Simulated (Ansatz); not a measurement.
```yaml
crystal:
  periodic: [false, false, false]
  atoms:
    - {symbol: O, position_ang: [0.870092, 0.545821, 1.201378]}
    - {symbol: C, position_ang: [-0.110345, 0.034098, 0.388305]}
    - {symbol: F, position_ang: [-1.296324, -0.003494, 1.101228]}
    - {symbol: C, position_ang: [0.168394, -0.984949, -0.594987]}
    - {symbol: C, position_ang: [-0.174914, 0.190447, -1.055234]}
    - {symbol: H, position_ang: [0.529118, 1.344497, 1.617273]}
    - {symbol: H, position_ang: [0.466102, -2.000935, -0.800248]}
    - {symbol: H, position_ang: [-0.359922, 0.817317, -1.913414]}
basis:
  gaussian: {orbitals: 6-31G}
magnetization: {spin_polarized: true, initial_magnetization: 1}
hamiltonian: {xc: {name: HF}}
correlation: {method: rpa, electrons: all}
```

```sh
$ ansatz run in.yaml --threads 2 --pin off --events-out ev --progress --plain --max-ram 4352MiB
```

It prints (some lines left out):

```
Error: a molecule whose nuclei and cores have a total charge of 38 cannot have a net charge of 0 together with 1 unpaired electrons
```

In this input the number of unpaired electrons doesn't fit the electron count. The program refused the input.
